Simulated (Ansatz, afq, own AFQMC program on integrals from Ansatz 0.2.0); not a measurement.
**GeHO, quartet: AFQMC among the cluster methods**

```tsv
atom	x (Å)	y (Å)	z (Å)
Ge	0.0000	-0.0375	0.3220
O	0.0000	0.0862	-1.5290
H	0.0000	1.3375	1.0643
```

Connectivity, by distances: GeH–O.

Basis cc-pVDZ. Noble-gas cores (and the filled d shells of Ga–Kr and In–Xe) are frozen. AFQMC by an in-house program on the Cholesky factors that Ansatz 0.2.0 writes for its CCSD(T) run. ph-AFQMC/CISD is guided by a CISD state made of CCSD amplitudes; releasing the constraint for a short imaginary time cuts its bias at the price of noise, slowly where states lie close. Free AFQMC starts from the CCSD state and is never constrained. Its projection time is finite, and what remains of the start isn't in its error. Error bars are statistical, one sigma. No spin–orbit coupling.

Determinant: ROHF, the one that the program's search chose, which needn't be the lowest solution. The geometry is a point of a scan.

No full CI on the walks' own integrals is used here; CCSDT(Q) serves as the reference and is uncertain by about the last step of the cluster series.

Cautions: no relativity below Rb; no spin-orbit coupling; inner d shell frozen; lower spins were not checked.

```
T1 diagnostic                               : 0.0317
weight of the determinant in the CISD state : 0.892
size of the correlated space                : 11 electrons in 31 orbitals
```

```csv
level,correlation energy (eV)
MP2,-5.6173
CCSD,-6.3373
CCSD(T),-6.4859
```

Problem. Estimate where AFQMC with the constraint released lies against CCSD(T) on the same integrals.

Solution. 41.4 ± 15.8 meV below CCSD(T).

Reference: CCSDT(Q), correlation energy -6.529 eV. The released energy is read at 2.40 1/Eh (meV from the phaseless value at times in 1/Eh: -3 ± 11 at 0.24, -16 ± 9 at 0.51, -36 ± 13 at 0.99, -38 ± 16 at 1.62, -8 ± 16 at 2.40).

```
         level  E − E(reference) (meV)  share of correlation (%)
       CCSD(T)                    42.8                     99.34
         CCSDT                    13.3                     99.80
   ph-AFQMC/HF            -57.8 ± 52.8                    100.88
 ph-AFQMC/CISD              9.2 ± 10.0                     99.86
released AFQMC              1.4 ± 15.8                     99.98
    free AFQMC              1.3 ± 14.1                     99.98
```

Free projections are given only where their last times agree within the noise and don't stop above the reference; a slow remainder of the start can still hide under it. A walk keeps the symmetry of its determinant, which the program's search chose and which needn't be the lowest solution, so a lower state of the same spin and another symmetry isn't excluded. Released energies are given only where the last usable release times agree within the noise; a slower fall can still hide under it.
